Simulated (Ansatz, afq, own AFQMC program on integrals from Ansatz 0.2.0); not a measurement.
# Where AFQMC and coupled cluster stand for CHO, doublet

| atom | x (Å) | y (Å) | z (Å) |
| --- | --- | --- | --- |
| C | 0.0160 | 0.0094 | 0.0114 |
| O | 0.6902 | 0.5554 | 0.7997 |
| H | -0.1605 | -1.1113 | -0.0242 |

Connectivity, by distances: CH–O.

Basis def2-TZVP. Noble-gas cores (and the filled d shells of Ga–Kr and In–Xe) are frozen. AFQMC by an in-house program on the Cholesky factors that Ansatz 0.2.0 writes for its CCSD(T) run. ph-AFQMC/CISD is guided by a CISD state made of CCSD amplitudes; releasing the constraint for a short imaginary time cuts its bias at the price of noise, slowly where states lie close. Error bars are statistical, one sigma.

Determinant: UHF, the one that the program's search chose, which needn't be the lowest solution. The geometry is a PBE0/def2-SVP stationary point of this or a neighbouring charge and spin state.

No full CI on the walks' own integrals is used here; CCSDT(Q) serves as the reference and is uncertain by about the last step of the cluster series.

The T1 diagnostic is 0.0223, the weight of the determinant in the CISD state is 0.888 and the ⟨S²⟩ of the determinant is 0.765. The size of the correlated space is 11 electrons in 66 orbitals.

Reference: CCSDT(Q), correlation energy -10.587 eV. The released energy is read at 2.40 1/Eh (meV from the phaseless value at times in 1/Eh: -7 ± 5 at 0.24, -3 ± 4 at 0.51, -8 ± 5 at 0.99, -6 ± 6 at 1.62, -11 ± 9 at 2.40).

```json
{"level": "HF", "E − E(reference) (kcal/mol)": "244.15", "share of correlation (%)": "0.00"}
{"level": "MP2", "E − E(reference) (kcal/mol)": "16.24", "share of correlation (%)": "93.35"}
{"level": "CCSD", "E − E(reference) (kcal/mol)": "11.39", "share of correlation (%)": "95.33"}
{"level": "CCSD(T)", "E − E(reference) (kcal/mol)": "0.98", "share of correlation (%)": "99.60"}
{"level": "CCSDT", "E − E(reference) (kcal/mol)": "0.71", "share of correlation (%)": "99.71"}
{"level": "ph-AFQMC/CISD", "E − E(reference) (kcal/mol)": "0.28 ± 0.12", "share of correlation (%)": "99.89"}
{"level": "released AFQMC", "E − E(reference) (kcal/mol)": "0.02 ± 0.21", "share of correlation (%)": "99.99"}
```

A walk keeps the symmetry of its determinant, which the program's search chose and which needn't be the lowest solution, so a lower state of the same spin and another symmetry isn't excluded. Released energies are given only where the last usable release times agree within the noise; a slower fall can still hide under it.
